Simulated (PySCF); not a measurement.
Li(F) cation (FLi), SMILES [F][Li] (connectivity only; charge and spin as stated), charge +1, multiplicity 2. Atoms are numbered in the order given.

```xyz
2

Li     0.0000     0.0000    -1.5324
F      0.0000     0.0000     0.5108
```
Charge +1, spin multiplicity 2.

Geometry: B3LYP-D3(BJ)/def2-TZVPD. The multiplicity is an assumed one; other spin states were not compared.

Level of theory: M06-2X/def2-TZVPD run with PySCF.

Mulliken values depend strongly on the basis, most of all with diffuse functions as here. ESP charges are fitted to the potential on shells at 1.4 to 2.0 van der Waals radii. Atomic charges (e):

| atom | meta-Löwdin | Mulliken | ESP fit | Mulliken spin |
|---|---|---|---|---|
| Li1 | 0.96 | 0.99 | ? | 0.00 |
| F2 | 0.04 | 0.01 | ? | 1.00 |

**Question.** Complete the blanks. (An estimate is asked for; the answer gives what the named calculation found.)

**Answer.** 
- Li1, ESP fit: 0.94
- F2, ESP fit: 0.06
